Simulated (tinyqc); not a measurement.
Worked calculation (part 2 of 2): UKS/LDA (PW92) in the sto-3g basis, for CH2, spin multiplicity 3. Computed by tinyqc, a small Python program that keeps every step (integrals from PySCF). Command: `OMP_NUM_THREADS=1 python tinyqc.py 21527 21528 out.jsonl` (the two numbers bound the seeds that draw the settings). One thread of a shared host (Intel(R) Xeon(R) Processor @ 2.60GHz), about 2 s of CPU time with the checks.

Geometry (angstrom):
```
atom         x          y         z
C     0.000000   0.000000  0.000000
H     0.000000   1.167000  0.908000
H     0.000000  -1.184000  0.922000
```

## Iteration 1: diagonalisation and new density

F(alpha) (hartree), order 1C 1s, 1C 2s, 1C 2px, 1C 2py, 1C 2pz, 2H 1s, 3H 1s:
$$\begin{pmatrix}
-9.551810 & -2.658351 & 0.000000 & -0.000043 & -0.000688 & -0.279814 & -0.266548 \\
-2.658351 & -1.126777 & 0.000000 & -0.001028 & -0.024520 & -0.277272 & -0.267356 \\
0.000000 & 0.000000 & -0.066991 & 0.000000 & 0.000000 & 0.000000 & 0.000000 \\
-0.000043 & -0.001028 & 0.000000 & -0.100175 & -0.000772 & -0.145262 & 0.141265 \\
-0.000688 & -0.024520 & 0.000000 & -0.000772 & -0.087116 & -0.115987 & -0.113027 \\
-0.279814 & -0.277272 & 0.000000 & -0.145262 & -0.115987 & -0.176382 & -0.057757 \\
-0.266548 & -0.267356 & 0.000000 & 0.141265 & -0.113027 & -0.057757 & -0.172392
\end{pmatrix}$$

F(beta) (hartree), order 1C 1s, 1C 2s, 1C 2px, 1C 2py, 1C 2pz, 2H 1s, 3H 1s:
$$\begin{pmatrix}
-9.237593 & -2.614055 & 0.000000 & -0.000041 & -0.000695 & -0.275184 & -0.262137 \\
-2.614055 & -1.063035 & 0.000000 & -0.000984 & -0.023075 & -0.262382 & -0.253053 \\
0.000000 & 0.000000 & -0.004389 & 0.000000 & 0.000000 & 0.000000 & 0.000000 \\
-0.000041 & -0.000984 & 0.000000 & -0.035641 & -0.000744 & -0.133196 & 0.129643 \\
-0.000695 & -0.023075 & 0.000000 & -0.000744 & -0.023348 & -0.106401 & -0.103778 \\
-0.275184 & -0.262382 & 0.000000 & -0.133196 & -0.106401 & -0.129367 & -0.055143 \\
-0.262137 & -0.253053 & 0.000000 & 0.129643 & -0.103778 & -0.055143 & -0.125565
\end{pmatrix}$$

X, order 1C 1s, 1C 2s, 1C 2px, 1C 2py, 1C 2pz, 2H 1s, 3H 1s:
$$\begin{pmatrix}
1.025619 & -0.138960 & 0.000000 & -0.000232 & -0.006314 & 0.018122 & 0.017604 \\
-0.138960 & 1.101118 & 0.000000 & 0.002177 & 0.050031 & -0.170452 & -0.163683 \\
0.000000 & 0.000000 & 1.000000 & 0.000000 & 0.000000 & 0.000000 & 0.000000 \\
-0.000232 & 0.002177 & 0.000000 & 1.054882 & 0.001280 & -0.145975 & 0.141179 \\
-0.006314 & 0.050031 & 0.000000 & 0.001280 & 1.032559 & -0.111075 & -0.107370 \\
0.018122 & -0.170452 & 0.000000 & -0.145975 & -0.111075 & 1.083762 & -0.011269 \\
0.017604 & -0.163683 & 0.000000 & 0.141179 & -0.107370 & -0.011269 & 1.078398
\end{pmatrix}$$

Diagonalise F' = X^T F X, C = X C', fill 5 alpha and 3 beta electrons from the bottom; D(s) = C_occ C_occ^T. Each column has its largest component positive (the first on a tie).

F' = X^T F X (alpha) (hartree):
$$\begin{pmatrix}
-9.328974 & -1.446813 & 0.000000 & -0.000500 & -0.016625 & -0.001544 & 0.000601 \\
-1.446813 & -0.574072 & 0.000000 & 0.001230 & 0.027663 & -0.144957 & -0.138973 \\
0.000000 & 0.000000 & -0.066991 & 0.000000 & 0.000000 & 0.000000 & 0.000000 \\
-0.000500 & 0.001230 & 0.000000 & -0.029470 & 0.000826 & -0.139790 & 0.135286 \\
-0.016625 & 0.027663 & 0.000000 & 0.000826 & -0.045601 & -0.105975 & -0.102449 \\
-0.001544 & -0.144957 & 0.000000 & -0.139790 & -0.105975 & -0.064841 & -0.013055 \\
0.000601 & -0.138973 & 0.000000 & 0.135286 & -0.102449 & -0.013055 & -0.067997
\end{pmatrix}$$

orbital energies (alpha) (hartree): MO1 -9.562004, MO2 -0.452923, MO3 -0.236272, MO4 -0.153718, MO5 -0.066991, MO6 0.138754, MO7 0.155208

coefficients C (alpha), order 1C 1s, 1C 2s, 1C 2px, 1C 2py, 1C 2pz, 2H 1s, 3H 1s:
$$\begin{pmatrix}
0.990550 & -0.247318 & 0.003424 & 0.123091 & 0.000000 & 0.112839 & -0.040400 \\
0.037131 & 0.838109 & -0.014402 & -0.514076 & 0.000000 & -0.533335 & 0.193363 \\
0.000000 & 0.000000 & 0.000000 & 0.000000 & 1.000000 & 0.000000 & 0.000000 \\
0.000099 & 0.004063 & 0.574759 & -0.002486 & 0.000000 & 0.292450 & 0.859143 \\
0.002546 & 0.087921 & 0.005360 & 0.706954 & 0.000000 & -0.723310 & 0.248724 \\
-0.006564 & 0.227101 & 0.463300 & 0.346475 & 0.000000 & 0.423241 & -0.819911 \\
-0.006350 & 0.217797 & -0.465201 & 0.358030 & 0.000000 & 0.827008 & 0.381598
\end{pmatrix}$$

F' = X^T F X (beta) (hartree):
$$\begin{pmatrix}
-9.009626 & -1.451089 & 0.000000 & -0.000539 & -0.017800 & 0.001669 & 0.003703 \\
-1.451089 & -0.511831 & 0.000000 & 0.001311 & 0.030621 & -0.146786 & -0.140813 \\
0.000000 & 0.000000 & -0.004389 & 0.000000 & 0.000000 & 0.000000 & 0.000000 \\
-0.000539 & 0.001311 & 0.000000 & 0.036990 & 0.000877 & -0.142366 & 0.137881 \\
-0.017800 & 0.030621 & 0.000000 & 0.000877 & 0.019306 & -0.107792 & -0.104282 \\
0.001669 & -0.146786 & 0.000000 & -0.142366 & -0.107792 & -0.017184 & -0.013576 \\
0.003703 & -0.140813 & 0.000000 & 0.137881 & -0.104282 & -0.013576 & -0.020502
\end{pmatrix}$$

orbital energies (beta) (hartree): MO1 -9.250696, MO2 -0.391212, MO3 -0.183406, MO4 -0.094922, MO5 -0.004389, MO6 0.200447, MO7 0.216942

coefficients C (beta), order 1C 1s, 1C 2s, 1C 2px, 1C 2py, 1C 2pz, 2H 1s, 3H 1s:
$$\begin{pmatrix}
0.989048 & -0.246519 & 0.003211 & 0.132242 & 0.000000 & 0.116669 & -0.042243 \\
0.042670 & 0.816719 & -0.013292 & -0.540431 & 0.000000 & -0.538559 & 0.197447 \\
0.000000 & 0.000000 & 0.000000 & 0.000000 & 1.000000 & 0.000000 & 0.000000 \\
0.000114 & 0.004014 & 0.554253 & -0.000762 & 0.000000 & 0.299945 & 0.869967 \\
0.002921 & 0.088938 & 0.004037 & 0.692938 & 0.000000 & -0.734400 & 0.255240 \\
-0.007590 & 0.246428 & 0.476299 & 0.352694 & 0.000000 & 0.414673 & -0.808520 \\
-0.007341 & 0.236821 & -0.480430 & 0.362765 & 0.000000 & 0.815441 & 0.371668
\end{pmatrix}$$

D(alpha) after iteration 1, order 1C 1s, 1C 2s, 1C 2px, 1C 2py, 1C 2pz, 2H 1s, 3H 1s:
$$\begin{pmatrix}
1.057518 & -0.233826 & 0.000000 & 0.000755 & 0.067815 & -0.018434 & -0.017677 \\
-0.233826 & 0.968288 & 0.000000 & -0.003591 & -0.289724 & 0.005305 & 0.004946 \\
0.000000 & 0.000000 & 1.000000 & 0.000000 & 0.000000 & 0.000000 & 0.000000 \\
0.000755 & -0.003591 & 0.000000 & 0.330371 & 0.001681 & 0.266347 & -0.267384 \\
0.067815 & -0.289724 & 0.000000 & 0.001681 & 0.507549 & 0.267375 & 0.269750 \\
-0.018434 & 0.005305 & 0.000000 & 0.266347 & 0.267375 & 0.386309 & -0.041976 \\
-0.017677 & 0.004946 & 0.000000 & -0.267384 & 0.269750 & -0.041976 & 0.392073
\end{pmatrix}$$

D(beta) after iteration 1, order 1C 1s, 1C 2s, 1C 2px, 1C 2py, 1C 2pz, 2H 1s, 3H 1s:
$$\begin{pmatrix}
1.038999 & -0.159177 & 0.000000 & 0.000903 & -0.019022 & -0.066727 & -0.067184 \\
-0.159177 & 0.669027 & 0.000000 & -0.004084 & 0.072708 & 0.194607 & 0.199489 \\
0.000000 & 0.000000 & 0.000000 & 0.000000 & 0.000000 & 0.000000 & 0.000000 \\
0.000903 & -0.004084 & 0.000000 & 0.307213 & 0.002595 & 0.264979 & -0.265330 \\
-0.019022 & 0.072708 & 0.000000 & 0.002595 & 0.007935 & 0.023817 & 0.019101 \\
-0.066727 & 0.194607 & 0.000000 & 0.264979 & 0.023817 & 0.287645 & -0.170413 \\
-0.067184 & 0.199489 & 0.000000 & -0.265330 & 0.019101 & -0.170413 & 0.286951
\end{pmatrix}$$

## Iteration 2: exchange-correlation on the grid

Becke grid with 10 radial and 86 angular points per atom, points of zero weight dropped. rho = sum D_ij phi_i phi_j; V_xc,ij = sum w v_xc phi_i phi_j; v_xc is d(rho eps)/d rho(s) for spin s.

The 16 grid points with the largest w rho, of 2579 (bohr, atomic units):
```
x                  y          z         w  rho(alpha)  rho(beta)     eps_xc  v_xc(alpha)
-1.349538   0.000000  -0.544633  0.246030    0.094550   0.014398  -0.440578    -0.604532
1.349538    0.000000  -0.544633  0.246030    0.094550   0.014398  -0.440578    -0.604532
-1.349538  -0.544633   0.000000  0.245576    0.086438   0.021317  -0.427751    -0.591527
1.349538   -0.544633   0.000000  0.245576    0.086438   0.021317  -0.427751    -0.591527
-1.349538   0.544633   0.000000  0.245520    0.086314   0.021178  -0.427550    -0.591207
1.349538    0.544633   0.000000  0.245520    0.086314   0.021178  -0.427550    -0.591207
-1.455293   0.000000   0.000000  0.240398    0.092025   0.017150  -0.436252    -0.600888
1.455293    0.000000   0.000000  0.240398    0.092025   0.017150  -0.436252    -0.600888
-1.010489  -1.010489  -0.275143  0.245840    0.074565   0.029665  -0.412251    -0.569714
1.010489   -1.010489  -0.275143  0.245840    0.074565   0.029665  -0.412251    -0.569714
-1.010489  -1.010489   0.275143  0.239596    0.070930   0.035521  -0.410380    -0.563953
1.010489   -1.010489   0.275143  0.239596    0.070930   0.035521  -0.410380    -0.563953
0.000000   -1.349538   0.544633  0.194867    0.066877   0.063796  -0.430040    -0.565375
-1.010489   1.010489   0.275143  0.238789    0.070989   0.035595  -0.410516    -0.564120
1.010489    1.010489   0.275143  0.238789    0.070989   0.035595  -0.410516    -0.564120
-1.010489   1.010489  -0.275143  0.245673    0.074271   0.029316  -0.411630    -0.568900
```

electrons on the grid, sum of w rho = 7.979920

E_xc = sum of w rho eps_xc = -5.57867053 hartree

V_xc(alpha) (hartree), order 1C 1s, 1C 2s, 1C 2px, 1C 2py, 1C 2pz, 2H 1s, 3H 1s:
$$\begin{pmatrix}
-2.132915 & -0.327580 & 0.000000 & 0.000019 & 0.002788 & -0.034030 & -0.032421 \\
-0.327580 & -0.592868 & 0.000000 & -0.000082 & 0.004775 & -0.141446 & -0.136172 \\
0.000000 & 0.000000 & -0.603371 & 0.000000 & 0.000000 & 0.000000 & 0.000000 \\
0.000019 & -0.000082 & 0.000000 & -0.589054 & -0.000438 & -0.115001 & 0.111150 \\
0.002788 & 0.004775 & 0.000000 & -0.000438 & -0.587010 & -0.089119 & -0.086207 \\
-0.034030 & -0.141446 & 0.000000 & -0.115001 & -0.089119 & -0.429213 & -0.025757 \\
-0.032421 & -0.136172 & 0.000000 & 0.111150 & -0.086207 & -0.025757 & -0.428108
\end{pmatrix}$$

V_xc(beta) (hartree), order 1C 1s, 1C 2s, 1C 2px, 1C 2py, 1C 2pz, 2H 1s, 3H 1s:
$$\begin{pmatrix}
-2.104550 & -0.308165 & 0.000000 & 0.000041 & -0.001891 & -0.032253 & -0.030728 \\
-0.308165 & -0.493408 & 0.000000 & 0.000039 & -0.028328 & -0.127027 & -0.122231 \\
0.000000 & 0.000000 & -0.473938 & 0.000000 & 0.000000 & 0.000000 & 0.000000 \\
0.000041 & 0.000039 & 0.000000 & -0.524754 & -0.000640 & -0.107431 & 0.103716 \\
-0.001891 & -0.028328 & 0.000000 & -0.000640 & -0.480049 & -0.084224 & -0.081316 \\
-0.032253 & -0.127027 & 0.000000 & -0.107431 & -0.084224 & -0.405172 & -0.023430 \\
-0.030728 & -0.122231 & 0.000000 & 0.103716 & -0.081316 & -0.023430 & -0.403033
\end{pmatrix}$$

## Iteration 2: building the Kohn-Sham matrix

core Hamiltonian H = T + V (hartree), order 1C 1s, 1C 2s, 1C 2px, 1C 2py, 1C 2pz, 2H 1s, 3H 1s:
$$\begin{pmatrix}
-18.472135 & -4.454584 & 0.000000 & -0.000214 & -0.011141 & -0.465869 & -0.443781 \\
-4.454584 & -5.425211 & 0.000000 & -0.002224 & -0.126720 & -1.318180 & -1.271061 \\
0.000000 & 0.000000 & -4.335642 & 0.000000 & 0.000000 & 0.000000 & 0.000000 \\
-0.000214 & -0.002224 & 0.000000 & -4.414100 & -0.001146 & -0.972570 & 0.942776 \\
-0.011141 & -0.126720 & 0.000000 & -0.001146 & -4.383178 & -0.777308 & -0.754380 \\
-0.465869 & -1.318180 & 0.000000 & -0.972570 & -0.777308 & -2.829423 & -0.261012 \\
-0.443781 & -1.271061 & 0.000000 & 0.942776 & -0.754380 & -0.261012 & -2.798907
\end{pmatrix}$$

nuclear repulsion = 4.48817653 hartree

Given earlier and not repeated: Two-electron integrals (ij|kl) in chemists' order.

J_ij = sum D_kl (ij|kl) with D = D(alpha) + D(beta); F = H + J + V_xc; E = tr D H + tr D J / 2 + E_xc + E_nn.

Coulomb J (hartree), order 1C 1s, 1C 2s, 1C 2px, 1C 2py, 1C 2pz, 2H 1s, 3H 1s:
$$\begin{pmatrix}
11.174438 & 2.140042 & 0.000000 & -0.000013 & 0.006334 & 0.221790 & 0.211287 \\
2.140042 & 4.911393 & 0.000000 & 0.000506 & 0.095664 & 1.185333 & 1.142805 \\
0.000000 & 0.000000 & 4.885468 & 0.000000 & 0.000000 & 0.000000 & 0.000000 \\
-0.000013 & 0.000506 & 0.000000 & 4.937957 & 0.001053 & 0.945473 & -0.915888 \\
0.006334 & 0.095664 & 0.000000 & 0.001053 & 4.894037 & 0.749792 & 0.726855 \\
0.221790 & 1.185333 & 0.000000 & 0.945473 & 0.749792 & 3.071368 & 0.228819 \\
0.211287 & 1.142805 & 0.000000 & -0.915888 & 0.726855 & 0.228819 & 3.042520
\end{pmatrix}$$

F(alpha) (hartree), order 1C 1s, 1C 2s, 1C 2px, 1C 2py, 1C 2pz, 2H 1s, 3H 1s:
$$\begin{pmatrix}
-9.430612 & -2.642122 & 0.000000 & -0.000208 & -0.002019 & -0.278109 & -0.264915 \\
-2.642122 & -1.106686 & 0.000000 & -0.001800 & -0.026281 & -0.274293 & -0.264428 \\
0.000000 & 0.000000 & -0.053545 & 0.000000 & 0.000000 & 0.000000 & 0.000000 \\
-0.000208 & -0.001800 & 0.000000 & -0.065197 & -0.000531 & -0.142098 & 0.138038 \\
-0.002019 & -0.026281 & 0.000000 & -0.000531 & -0.076151 & -0.116635 & -0.113732 \\
-0.278109 & -0.274293 & 0.000000 & -0.142098 & -0.116635 & -0.187268 & -0.057950 \\
-0.264915 & -0.264428 & 0.000000 & 0.138038 & -0.113732 & -0.057950 & -0.184496
\end{pmatrix}$$

F(beta) (hartree), order 1C 1s, 1C 2s, 1C 2px, 1C 2py, 1C 2pz, 2H 1s, 3H 1s:
$$\begin{pmatrix}
-9.402247 & -2.622707 & 0.000000 & -0.000186 & -0.006698 & -0.276331 & -0.263222 \\
-2.622707 & -1.007226 & 0.000000 & -0.001679 & -0.059384 & -0.259874 & -0.250487 \\
0.000000 & 0.000000 & 0.075889 & 0.000000 & 0.000000 & 0.000000 & 0.000000 \\
-0.000186 & -0.001679 & 0.000000 & -0.000897 & -0.000733 & -0.134528 & 0.130604 \\
-0.006698 & -0.059384 & 0.000000 & -0.000733 & 0.030810 & -0.111741 & -0.108841 \\
-0.276331 & -0.259874 & 0.000000 & -0.134528 & -0.111741 & -0.163227 & -0.055622 \\
-0.263222 & -0.250487 & 0.000000 & 0.130604 & -0.108841 & -0.055622 & -0.159421
\end{pmatrix}$$

total energy of this density = -38.04675183 hartree

## Iteration 2: diagonalisation and new density

As before.

F' = X^T F X (alpha) (hartree):
$$\begin{pmatrix}
-9.205623 & -1.448828 & 0.000000 & -0.000592 & -0.018190 & -0.000345 & 0.001711 \\
-1.448828 & -0.555137 & 0.000000 & 0.000463 & 0.026510 & -0.142674 & -0.136739 \\
0.000000 & 0.000000 & -0.053545 & 0.000000 & 0.000000 & 0.000000 & 0.000000 \\
-0.000592 & 0.000463 & 0.000000 & 0.007048 & 0.001102 & -0.139564 & 0.134932 \\
-0.018190 & 0.026510 & 0.000000 & 0.001102 & -0.034063 & -0.106288 & -0.102637 \\
-0.000345 & -0.142674 & 0.000000 & -0.139564 & -0.106288 & -0.078192 & -0.012979 \\
0.001711 & -0.136739 & 0.000000 & 0.134932 & -0.102637 & -0.012979 & -0.082585
\end{pmatrix}$$

orbital energies (alpha) (hartree): MO1 -9.441954, MO2 -0.438124, MO3 -0.227790, MO4 -0.147436, MO5 -0.053545, MO6 0.138332, MO7 0.168420

coefficients C (alpha), order 1C 1s, 1C 2s, 1C 2px, 1C 2py, 1C 2pz, 2H 1s, 3H 1s:
$$\begin{pmatrix}
0.989942 & -0.242290 & 0.002456 & 0.136021 & 0.000000 & -0.119023 & -0.022767 \\
0.039393 & 0.809236 & -0.010142 & -0.559927 & 0.000000 & 0.555198 & 0.108821 \\
0.000000 & 0.000000 & 0.000000 & 0.000000 & 1.000000 & 0.000000 & 0.000000 \\
0.000129 & 0.005510 & 0.515421 & 0.002262 & 0.000000 & -0.166359 & 0.927714 \\
0.002864 & 0.098322 & 0.000741 & 0.680386 & 0.000000 & 0.774772 & 0.140415 \\
-0.007033 & 0.251432 & 0.498277 & 0.362174 & 0.000000 & -0.534285 & -0.713805 \\
-0.006794 & 0.241726 & -0.509566 & 0.365307 & 0.000000 & -0.738325 & 0.474260
\end{pmatrix}$$

F' = X^T F X (beta) (hartree):
$$\begin{pmatrix}
-9.179392 & -1.445134 & 0.000000 & -0.000588 & -0.018796 & -0.000665 & 0.001409 \\
-1.445134 & -0.452194 & 0.000000 & 0.000698 & -0.004130 & -0.143708 & -0.137849 \\
0.000000 & 0.000000 & 0.075889 & 0.000000 & 0.000000 & 0.000000 & 0.000000 \\
-0.000588 & 0.000698 & 0.000000 & 0.074970 & 0.000974 & -0.143860 & 0.139175 \\
-0.018796 & -0.004130 & 0.000000 & 0.000974 & 0.074984 & -0.109725 & -0.106037 \\
-0.000665 & -0.143708 & 0.000000 & -0.143860 & -0.109725 & -0.054565 & -0.013219 \\
0.001409 & -0.137849 & 0.000000 & 0.139175 & -0.106037 & -0.013219 & -0.057760
\end{pmatrix}$$

orbital energies (beta) (hartree): MO1 -9.412613, MO2 -0.373186, MO3 -0.192589, MO4 -0.043185, MO5 0.075889, MO6 0.201941, MO7 0.225675

coefficients C (beta), order 1C 1s, 1C 2s, 1C 2px, 1C 2py, 1C 2pz, 2H 1s, 3H 1s:
$$\begin{pmatrix}
0.990451 & -0.220165 & -0.002720 & -0.176857 & 0.000000 & -0.102846 & -0.023522 \\
0.037524 & 0.722703 & 0.010955 & 0.719013 & 0.000000 & 0.486312 & 0.113216 \\
0.000000 & 0.000000 & 0.000000 & 0.000000 & 1.000000 & 0.000000 & 0.000000 \\
0.000121 & 0.006127 & -0.469127 & -0.005553 & 0.000000 & -0.197092 & 0.946060 \\
0.003362 & 0.159402 & 0.001278 & -0.561815 & 0.000000 & 0.848616 & 0.177152 \\
-0.006768 & 0.310703 & -0.525389 & -0.405696 & 0.000000 & -0.467142 & -0.694456 \\
-0.006540 & 0.297073 & 0.539649 & -0.409699 & 0.000000 & -0.694468 & 0.438151
\end{pmatrix}$$

D(alpha) after iteration 2, order 1C 1s, 1C 2s, 1C 2px, 1C 2py, 1C 2pz, 2H 1s, 3H 1s:
$$\begin{pmatrix}
1.057198 & -0.233260 & 0.000000 & 0.000366 & 0.071562 & -0.017395 & -0.016855 \\
-0.233260 & 0.970036 & 0.000000 & -0.002031 & -0.301296 & -0.004653 & -0.004031 \\
0.000000 & 0.000000 & 1.000000 & 0.000000 & 0.000000 & 0.000000 & 0.000000 \\
0.000366 & -0.002031 & 0.000000 & 0.265695 & 0.002463 & 0.259027 & -0.260484 \\
0.071562 & -0.301296 & 0.000000 & 0.002463 & 0.472601 & 0.271488 & 0.271920 \\
-0.017395 & -0.004653 & 0.000000 & 0.259027 & 0.271488 & 0.442718 & -0.060775 \\
-0.016855 & -0.004031 & 0.000000 & -0.260484 & 0.271920 & -0.060775 & 0.451585
\end{pmatrix}$$

D(beta) after iteration 2, order 1C 1s, 1C 2s, 1C 2px, 1C 2py, 1C 2pz, 2H 1s, 3H 1s:
$$\begin{pmatrix}
1.029474 & -0.121978 & 0.000000 & 0.000047 & -0.031768 & -0.073680 & -0.073350 \\
-0.121978 & 0.523827 & 0.000000 & -0.000706 & 0.115340 & 0.218536 & 0.220362 \\
0.000000 & 0.000000 & 0.000000 & 0.000000 & 0.000000 & 0.000000 & 0.000000 \\
0.000047 & -0.000706 & 0.000000 & 0.220118 & 0.000377 & 0.248377 & -0.251345 \\
-0.031768 & 0.115340 & 0.000000 & 0.000377 & 0.025422 & 0.048832 & 0.048022 \\
-0.073680 & 0.218536 & 0.000000 & 0.248377 & 0.048832 & 0.372616 & -0.191180 \\
-0.073350 & 0.220362 & 0.000000 & -0.251345 & 0.048022 & -0.191180 & 0.379517
\end{pmatrix}$$

## Convergence

Stop when the energy changes by less than 1e-10 hartree and every element of the error matrix X^T (F D S - S D F) X (for each spin) is below 3e-06.

Course of the cycle:
```
iteration   E (hartree)     change  largest element of the error matrix
1          -38.02774837          -                             2.62e-01
2          -38.04675183  -1.90e-02                             2.72e-02
3          -38.04338889   3.36e-03                             4.22e-02
4          -38.02408529   1.93e-02                             6.93e-02
5          -37.97060463   5.35e-02                             1.10e-01
6          -37.83400549   1.37e-01                             1.82e-01
7          -37.61506546   2.19e-01                             2.25e-01
8          -37.37006296   2.45e-01                             2.82e-01
9          -37.24581848   1.24e-01                             2.62e-01
10         -37.14405910   1.02e-01                             2.95e-01
11         -37.11983161   2.42e-02                             2.62e-01
12         -37.06865424   5.12e-02                             2.97e-01
13         -37.06448141   4.17e-03                             2.62e-01
14         -37.03836409   2.61e-02                             2.97e-01
...                 ...        ...                                  ...
39         -37.03509341  -1.08e-02                             2.61e-01
40         -37.02431168   1.08e-02                             2.97e-01
41         -37.03509341  -1.08e-02                             2.61e-01
42         -37.02431168   1.08e-02                             2.97e-01
43         -37.03509341  -1.08e-02                             2.61e-01
44         -37.02431168   1.08e-02                             2.97e-01
45         -37.03509341  -1.08e-02                             2.61e-01
46         -37.02431168   1.08e-02                             2.97e-01
47         -37.03509341  -1.08e-02                             2.61e-01
48         -37.02431168   1.08e-02                             2.97e-01
49         -37.03509341  -1.08e-02                             2.61e-01
50         -37.02431168   1.08e-02                             2.97e-01
51         -37.03509341  -1.08e-02                             2.61e-01
52         -37.02431168   1.08e-02                             2.97e-01
```

PySCF UKS in the same basis, fine grid, after a stability check = -38.11752166 hartree

Not converged within the cap of 52 iterations: the residual has stopped falling: the iteration swings between two states. Reruns (cap 100 unless said): DIIS 8: converged in 10; damping 0.5: converged in 32; level shift 0.5: converged in 31; atomic densities as start, DIIS 8: converged in 10; the original settings with a cap of 400: not converged.
